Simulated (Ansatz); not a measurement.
A nudged elastic band was laid between two geometries of C$_{3}$H$_{4}$FNO (10 atoms, charge 0, multiplicity 1).

Method: Ansatz, RKS B3LYP-D4/cc-pVDZ.

- movable images: 7
- climbing image: yes
- spring: 5.0 eV/Å²
- optimiser: quadratic models (default)
- start path: through a guess of the saddle point
- force threshold: 0.05 eV/Å
- iteration limit: 60
- end points: relaxed

First end point:

```xyz
10
Properties=species:S:1:pos:R:3
N -1.159 -0.724 0.672
C -0.004 -0.198 0.007
O 0.866 -1.252 -0.363
C 0.569 1.173 0.402
C -0.054 1.066 -0.739
F -0.442 1.691 -1.845
H -0.833 -1.293 1.460
H -1.609 -1.394 0.041
H 1.646 -0.863 -0.788
H 1.104 1.744 1.155
```

Last end point:

```xyz
10
Properties=species:S:1:pos:R:3
N -1.129 -0.977 0.387
C 0.021 -0.294 -0.123
O 0.884 -1.287 -0.602
C 0.582 1.036 0.455
C -0.051 1.056 -0.693
F -0.495 1.848 -1.671
H -1.662 -0.364 1.001
H -0.827 -1.789 0.927
H 1.673 -0.841 -0.943
H 1.088 1.561 1.264
```

**Question.** What changes between the two ends?

**Answer.** No bond is made or broken. The dihedral H7–N1–C2–O3 goes from 55 to 163°.

**Question.** Give the energies along the band, and the barrier.

**Answer.** The run converged. The highest image is number 4 of 0 to 8, 0.041 eV above the first end and 0.034 eV above the last; the last end lies 0.007 eV above the first. A vibrational analysis at the climbing image gives one clearly imaginary mode, 177i cm⁻¹: a first-order saddle point.

```tsv
image	path coordinate (Å)	energy (eV)	dihedral H7–N1–C2–O3 (°)
0	0.00	0.000	55
1	0.29	0.006	68
2	0.59	0.020	82
3	0.88	0.034	97
4	1.17	0.041	112
5	1.44	0.037	125
6	1.70	0.026	138
7	1.96	0.013	151
8	2.22	0.007	163
```

**Question.** What is the geometry of the highest image?

**Answer.** 
```xyz
10
Properties=species:S:1:pos:R:3
N -1.180 -0.824 0.492
C 0.003 -0.235 -0.073
O 0.853 -1.275 -0.498
C 0.555 1.096 0.455
C -0.009 1.085 -0.726
F -0.366 1.834 -1.766
H -1.215 -0.649 1.496
H -1.139 -1.835 0.360
H 1.565 -0.879 -1.021
H 1.016 1.632 1.283
```

**Question.** What are the harmonic wavenumbers there?

**Answer.** 177i, 180, 256, 336, 393, 460, 559, 590, 698, 771, 780, 858, 962, 1040, 1110, 1239, 1306, 1450, 1624, 1823, 3245, 3492, 3579, 3768 cm⁻¹.

The band took 9 iterations and roughly 6 core-minutes.

Time of the run: 3 min on 2 threads of Arm Neoverse V1, on a shared host, peak memory 0.22 GiB.
